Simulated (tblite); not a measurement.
Species: C5H6 (charge +1 and doublet state).
Geometry (GFN2-xTB, Å), atoms numbered from 1 in this order:
```xyz
11
C5H6 angstrom
C     -1.6158    0.6651   -0.0193
C     -0.7106   -0.4417   -0.2739
C      0.6387   -0.3834   -0.0386
C      1.9270   -0.9680   -0.0468
C      1.7970    0.3058    0.3951
H     -2.1664    0.9178   -0.9357
H     -2.4219    0.3439    0.6542
H     -1.1225    1.5478    0.3781
H     -1.1181   -1.3636   -0.6719
H      2.5486   -1.8098   -0.2544
H      2.2495    1.1888    0.7874
```

Computed geometry: GFN2-xTB, gas phase. This method treats the open shell by occupation alone, without spin polarisation.

Take the most abundant isotopes and a rigid rotor. The values belong to one conformer with, in the numbering `[CH3:1][CH+:2][C:3]1[CH:4]=[CH:5]1`, C1–C2–C3–C4 180°.

Q: Give the principal moments of inertia and the rotational constants in MHz.

A: Ia = 27.84, Ib = 152.40, Ic = 177.30 u·Å²; 505379 MHz·u·Å²/I gives A = 18151, B = 3316, C = 2850 MHz.

Q: Classify the top.

A: A near-prolate asymmetric top; Ray's κ = -0.939.

Q: Is it planar, by Δ = Ic − Ia − Ib?

A: Not planar: Δ = Ic − Ia − Ib = -2.95 u·Å². For a rigid frame Δ = −2 Σ m c², so Σ m c² = 1.47 u·Å² lies off the ab plane, practically all of it from hydrogen. The atom farthest from that plane is 0.86 Å away.

Q: Where do the levels up to J = 3 lie, in MHz?

A: Above 0(0,0):
J = 1: 1(0,1) 6167, 1(1,1) 21001, 1(1,0) 21467
J = 2: 2(0,2) 18489, 2(1,2) 32868, 2(1,1) 34265, 2(2,1) 78769, 2(2,0) 78779
J = 3: 3(0,3) 36945, 3(1,3) 50663, 3(1,2) 53457, 3(2,2) 97268, 3(2,1) 97322, 3(3,1) 172611, 3(3,0) 172611
The levels of one J sum to (2J + 1)J(J + 1)(A + B + C)/3.

For this open shell read J as N, the rotation without spin; fine and hyperfine splittings come on top. Its GFN2-xTB frequencies are all real (lowest 98 cm⁻¹). No vibrational averaging or centrifugal distortion is included, and the geometry carries the error of its method.
